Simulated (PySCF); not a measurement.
# How methods differ on the ionisation energy of C

C [He] 2s2 2p2 (3P) → C⁺ [He] 2s2 2p1 (2P), as a difference of total energies. Computed with PySCF 2.14 in cc-pVDZ-DK, with the spin-free X2C one-electron Hamiltonian (Gaussian nucleus). Correlated levels: valence: 1s2 frozen. The calculations carry no spin-orbit coupling.

```csv
method,ionisation energy (eV),error (eV)
UHF,10.799,-0.463
BP86,11.566,+0.304
TPSS,11.432,+0.170
MP2 (valence),11.084,-0.178
SCS-MP2 (valence),10.977,-0.285
CCSD (valence),10.968,-0.294
CCSD(T) (valence),10.975,-0.287
```

Reference: 11.262 eV (measured; NIST levels, between the centres of gravity of the two terms).

Errors of the correlated levels include the incompleteness of this basis and the frozen core.
